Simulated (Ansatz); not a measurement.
**HC–Ga–Cl, quartet: reading a ladder of total energies**

Geometry: displaced at random from a stationary point.

```xyz
4

C     0.1238   -0.9298    1.8788
Ga   -0.0411    0.3824    0.4577
Cl    0.0355   -0.3791   -1.6009
H     0.1186   -2.0367    2.2573
```

Basis cc-pVDZ; Ansatz 0.2.0. Only valence electrons are correlated (noble-gas cores and the filled d shells of p-block atoms frozen), which leaves 15 electrons in 44 orbitals. Prefix R: restricted or restricted open-shell reference; prefix U: unrestricted. No spin–orbit coupling is included, and no scalar relativity.

Full CI isn't at hand for all of this; UCCSDT(Q) serves as the reference, and is uncertain by about the last step of the cluster series.

Runs differ by some tens of microhartree through their thresholds and, for an open shell, their frozen cores, so steps under 0.03 kcal/mol mean nothing.

```json
{"level": "UHF", "total energy (hartree)": "-2421.122676"}
{"level": "UMP2", "total energy (hartree)": "-2421.378690"}
{"level": "UCCSD", "total energy (hartree)": "-2421.413590"}
{"level": "UCCSD(T)", "total energy (hartree)": "-2421.420695"}
{"level": "UCCSDT", "total energy (hartree)": "-2421.421884"}
{"level": "UCCSDT(Q)", "total energy (hartree)": "-2421.422527"}
```

**Question.** What is the correlation energy at UCCSDT(Q), and what share of it do UMP2 and UCCSD recover?

**Answer.** E(corr) = -2421.422527 − (-2421.122676) = -0.299851 hartree = -8.159 eV. UMP2: -0.256014 / -0.299851 = 85.38 %. UCCSD: -0.290914 / -0.299851 = 97.02 %.

**Question.** By how many kcal/mol does UCCSD(T) miss UCCSDT(Q) (1 hartree = 627.509 kcal/mol), and which steps make up the rest?

**Answer.** -2421.420695 − (-2421.422527) = 0.001832 hartree = 1.15 kcal/mol. Steps: UCCSDT − UCCSD(T) = -0.75, UCCSDT(Q) − UCCSDT = -0.40 kcal/mol. Differences between like states or geometries often cancel part of this.
